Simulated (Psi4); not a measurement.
**One shape, several levels: doublet [AlH3]−**

Aim: a comparison of 4 runs (UHF/def2-TZVPPD, UMP2/def2-TZVPPD, UCCSD/def2-TZVPPD, UCCSD(T)/def2-TZVPPD) of doublet [AlH3]−. 

The calculation is run with Psi4 1.11.

4 further runs of the same task are left out: 4 that didn't finish.

### 1 The structure to begin with

[AlH3]−: 4 atoms, total charge -1, spin state doublet. As SMILES of the parent species, `[AlH3]`. Geometry: relaxed at PBE0-D4/def2-TZVP. That shape belongs to the parent species and isn't relaxed for this state.

Bond lengths: Al1–H2 1.586 Å, Al1–H3 1.586 Å, Al1–H4 1.586 Å. Angles: H2–Al1–H3 120.0°, H2–Al1–H4 120.0°, H3–Al1–H4 120.0°.

### 2 Energy and forces at UHF/def2-TZVPPD (run 1)

Input file job.in:

```
memory 2200 mb

molecule molecule1 {
  -1 2
  Al     0.013700    -0.014800    -0.005100
  H      0.633200     0.670900     1.283600
  H     -1.340800    -0.832000     0.105100
  H      0.749400     0.115700    -1.403900
  symmetry c1
  no_reorient
  no_com
}

set {
  reference uhf
  puream true
  e_convergence 1e-09
  d_convergence 1e-08
  scf_type pk
  maxiter 100
}

result, w = gradient("scf/def2-TZVPPD", return_wfn=True)
```

On the command line:

```sh
psi4 -n 1 job.in job.out
```

job.out:

```text
[...]
  Running in c1 symmetry.
[...]
  Nuclear repulsion =   13.592190814956911
[...]
  Multiplicity = 2
[...]
  Nalpha       = 9
  Nbeta        = 8
[...]
    Number of basis functions: 99
[...]
   @UHF iter   1:  -243.59624680319769   -5.83638e-01   1.76080e-03 DIIS/ADIIS
[...]
   @UHF iter  12:  -243.62139923043296   -2.02078e-11   9.41140e-09 DIIS
[...]
   @S^2 Observed:                7.664114811E-01
[...]
    Orbital Energies [Eh]
    ---------------------
    Alpha Occupied:
       1A    -58.225984     2A     -4.643674     3A     -2.963484
       4A     -2.956930     5A     -2.956930     6A     -0.361576
       7A     -0.211897     8A     -0.211885     9A      0.007027
    Alpha Virtual:
      10A      0.177556    11A      0.242216    12A      0.248706
      13A      0.248707    14A      0.256881    15A      0.256881
      16A      0.299927    17A      0.299929    18A      0.381998
      19A      0.387503    20A      0.428381    21A      0.428389
      22A      0.457353    23A      0.470745    24A      0.470746
      25A      0.489719    26A      0.517696    27A      0.517698
[...]
  @UHF Final Energy:  -243.62139923043296
   => Energetics <=
    Nuclear Repulsion Energy =             13.5921908149569113
    One-Electron Energy =                -369.3965122039599009
    Two-Electron Energy =                 112.1829221585700509
    Total Energy =                       -243.6213992304329565
  UHF NO Occupations:
  HONO-2 :    7  A 1.9990563
  HONO-1 :    8  A 1.9936626
[...]
 Multipole Moments:
 ------------------------------------------------------------------------------------
     Multipole            Electronic (a.u.)      Nuclear  (a.u.)        Total (a.u.)
 ------------------------------------------------------------------------------------
 L = 1.  Multiply by 2.5417464519 to convert [e a0] to [Debye]
 Dipole X            :         -0.4399348            0.4155508           -0.0243840
 Dipole Y            :          0.4748010           -0.4493769            0.0254241
 Dipole Z            :          0.1643534           -0.1540127            0.0103407
 Magnitude           :                                                    0.0367137
[...]
  -Total Gradient:
     Atom            X                  Y                   Z
    ------   -----------------  -----------------  -----------------
       1        0.000037730903    -0.000086242374     0.000036015704
       2       -0.002437712618    -0.002654809855    -0.005045570805
       3        0.005285957936     0.003224467365    -0.000439258098
       4       -0.002885976221    -0.000483415136     0.005448813199
[...]
```

Wall time 9.3 s (1 thread of Intel Xeon Platinum 8259CL at 2.50GHz (Skylake/Cascade Lake), shared host); peak memory 0.39 GiB.

### 3 A single-point energy at UMP2/def2-TZVPPD (run 2)

Input file input.dat:

```
memory 2200 MB

molecule {
  -1 2
  Al     0.013700    -0.014800    -0.005100
  H      0.633200     0.670900     1.283600
  H     -1.340800    -0.832000     0.105100
  H      0.749400     0.115700    -1.403900
  symmetry c1
}

set globals {
  basis def2-TZVPPD
  reference uhf
  puream true
  e_convergence 1e-09
  d_convergence 1e-08
  scf_type pk
  num_frozen_docc 5
  mp2_type conv
  maxiter 100
}

E, wfn = energy("mp2", return_wfn=True)
```

On the command line:

```sh
psi4 -n 1 input.dat output.dat
```

output.dat:

```text
[...]
  Running in c1 symmetry.
[...]
  Nuclear repulsion =   13.592190814956911
[...]
  Multiplicity = 2
[...]
  Nalpha       = 9
  Nbeta        = 8
[...]
    Number of basis functions: 99
[...]
   @UHF iter   1:  -243.59624678409386   -5.83638e-01   1.76080e-03 ADIIS/DIIS
[...]
   @UHF iter  12:  -243.62139923043304   -2.04636e-11   9.41141e-09 DIIS
[...]
   @S^2 Observed:                7.664114811E-01
[...]
    Orbital Energies [Eh]
    ---------------------
    Alpha Occupied:
       1A    -58.225984     2A     -4.643674     3A     -2.963484
       4A     -2.956930     5A     -2.956930     6A     -0.361576
       7A     -0.211897     8A     -0.211885     9A      0.007027
    Alpha Virtual:
      10A      0.177556    11A      0.242216    12A      0.248706
      13A      0.248707    14A      0.256881    15A      0.256881
      16A      0.299927    17A      0.299929    18A      0.381998
      19A      0.387503    20A      0.428381    21A      0.428389
      22A      0.457353    23A      0.470745    24A      0.470746
      25A      0.489719    26A      0.517696    27A      0.517698
[...]
  @UHF Final Energy:  -243.62139923043304
   => Energetics <=
    Nuclear Repulsion Energy =             13.5921908149569113
    One-Electron Energy =                -369.3965122039605262
    Two-Electron Energy =                 112.1829221585705909
    Total Energy =                       -243.6213992304330418
  UHF NO Occupations:
  HONO-2 :    7  A 1.9990563
  HONO-1 :    8  A 1.9936626
[...]
 Multipole Moments:
 ------------------------------------------------------------------------------------
     Multipole            Electronic (a.u.)      Nuclear  (a.u.)        Total (a.u.)
 ------------------------------------------------------------------------------------
 L = 1.  Multiply by 2.5417464519 to convert [e a0] to [Debye]
 Dipole X            :          0.0009378            0.0006119            0.0015497
 Dipole Y            :         -0.0017332           -0.0008742           -0.0026073
 Dipole Z            :          0.0006220            0.0000874            0.0007094
 Magnitude           :                                                    0.0031150
[...]
	SCS-MP2 Total Energy (a.u.)        :  -243.74167704074199
	SOS-MP2 Total Energy (a.u.)        :  -243.73748995738598
	SCSN-MP2 Total Energy (a.u.)       :  -243.64350703055285
[...]
	SOS-PI-MP2 Total Energy (a.u.)     :  -243.75683841187814
[...]
	MP2 Total Energy (a.u.)            :  -243.73070275296189
[...]
```

Run time: 8.7 s. Hardware: 1 thread of Intel Xeon Platinum 8259CL at 2.50GHz (Skylake/Cascade Lake), shared host; peak memory 0.57 GiB.

Run 3 isn't shown in full; the table further down has it.

### 4 A single-point energy at UCCSD(T)/def2-TZVPPD (run 4)

Input file alh3.xyz:

```xyz
4
AlH3
Al     0.013700    -0.014800    -0.005100
H      0.633200     0.670900     1.283600
H     -1.340800    -0.832000     0.105100
H      0.749400     0.115700    -1.403900
```

Input file alh3_ase.py:

```python
import numpy as np
from ase.calculators.psi4 import Psi4
from ase.io import read

atoms = read('alh3.xyz')
calc = Psi4(atoms=atoms, method='ccsd(t)', basis='def2-TZVPPD', memory='2200MB', num_threads=1, charge=-1, multiplicity=2, label='alh3', reference='uhf')
calc.psi4.set_options({'puream': True, 'e_convergence': 1e-09, 'd_convergence': 1e-08, 'scf_type': 'pk', 'num_frozen_docc': 5, 'maxiter': 100})
atoms.calc = calc

print(f'energy: {atoms.get_potential_energy():.6f} eV')
```

On the command line:

```sh
python alh3_ase.py
```

alh3.dat:

```text
[...]
  Running in c1 symmetry.
[...]
  Nuclear repulsion =   13.592190814956911
[...]
  Multiplicity = 2
[...]
  Nalpha       = 9
  Nbeta        = 8
[...]
    Number of basis functions: 99
[...]
   @UHF iter   1:  -243.59624678409398   -5.83638e-01   1.76080e-03 DIIS/ADIIS
[...]
   @UHF iter  12:  -243.62139923043296   -2.04068e-11   9.41140e-09 DIIS
[...]
   @S^2 Observed:                7.664114811E-01
[...]
    Orbital Energies [Eh]
    ---------------------
    Alpha Occupied:
       1A    -58.225984     2A     -4.643674     3A     -2.963484
       4A     -2.956930     5A     -2.956930     6A     -0.361576
       7A     -0.211897     8A     -0.211885     9A      0.007027
    Alpha Virtual:
      10A      0.177556    11A      0.242216    12A      0.248706
      13A      0.248707    14A      0.256881    15A      0.256881
      16A      0.299927    17A      0.299929    18A      0.381998
      19A      0.387503    20A      0.428381    21A      0.428389
      22A      0.457353    23A      0.470745    24A      0.470746
      25A      0.489719    26A      0.517696    27A      0.517698
[...]
  @UHF Final Energy:  -243.62139923043296
   => Energetics <=
    Nuclear Repulsion Energy =             13.5921908149569113
    One-Electron Energy =                -369.3965122039607536
    Two-Electron Energy =                 112.1829221585709035
    Total Energy =                       -243.6213992304329565
  UHF NO Occupations:
  HONO-2 :    7  A 1.9990563
  HONO-1 :    8  A 1.9936626
[...]
 Multipole Moments:
 ------------------------------------------------------------------------------------
     Multipole            Electronic (a.u.)      Nuclear  (a.u.)        Total (a.u.)
 ------------------------------------------------------------------------------------
 L = 1.  Multiply by 2.5417464519 to convert [e a0] to [Debye]
 Dipole X            :          0.0009378            0.0006119            0.0015497
 Dipole Y            :         -0.0017332           -0.0008742           -0.0026073
 Dipole Z            :          0.0006220            0.0000874            0.0007094
 Magnitude           :                                                    0.0031150
[...]
      * MP2 total energy                      = -243.730702752974025
[...]
      * CCSD total energy                     = -243.756803223759448
[...]
      * CCSD(T) total energy                     = -243.760109488490201
```

On the terminal:

```text
energy: -6633.050437 eV
```

Wall time 55 s (1 thread of Intel Xeon Platinum 8259CL at 2.50GHz (Skylake/Cascade Lake), shared host); peak memory 1.3 GiB.

### 5 The series

| run | level | task | frozen core orbitals | energy (Eh) | HOMO energy (eV) | LUMO energy (eV) | ⟨S²⟩ | wall time |
| --- | --- | --- | --- | --- | --- | --- | --- | --- |
| 1 | UHF/def2-TZVPPD | gradient | 0 | -243.621399 | 0.19 | 4.83 | 0.766 | 9.3 s |
| 2 | UMP2/def2-TZVPPD | energy | 5 | -243.730703 | 0.19 | 4.83 | 0.766 | 8.7 s |
| 3 | UCCSD/def2-TZVPPD | energy | 5 | -243.756803 | 0.19 | 4.83 | 0.766 | 50 s |
| 4 | UCCSD(T)/def2-TZVPPD | energy | 5 | -243.760109 | 0.19 | 4.83 | 0.766 | 55 s |

### 6 Outcome

| quantity | value |
| --- | --- |
| run 4: total energy | -243.76011 Eh |
| run 4: HOMO energy (Hartree–Fock orbitals) (highest over α and β) | 0.19 eV |
| run 4: LUMO energy (Hartree–Fock orbitals) (lowest over α and β) | 4.83 eV |
| run 4: correlation energy (5 core orbitals frozen) | -138.7 mEh |
| run 4: (T) correction | -3.31 mEh |
| run 4: ⟨S²⟩ of the reference determinant | 0.766 |
| run 4: T1 diagnostic | 0.019 |

What this shows: Below the UHF energy at the same shape and in the same basis (def2-TZVPPD): UMP2 -109.3 mEh; UCCSD -135.4 mEh; UCCSD(T) -138.7 mEh. In runs 1, 2, 3, 4 the HOMO lies above zero, so the outermost electron may be held by the basis alone. All runs together took 2.1 min, the longest 55 s.
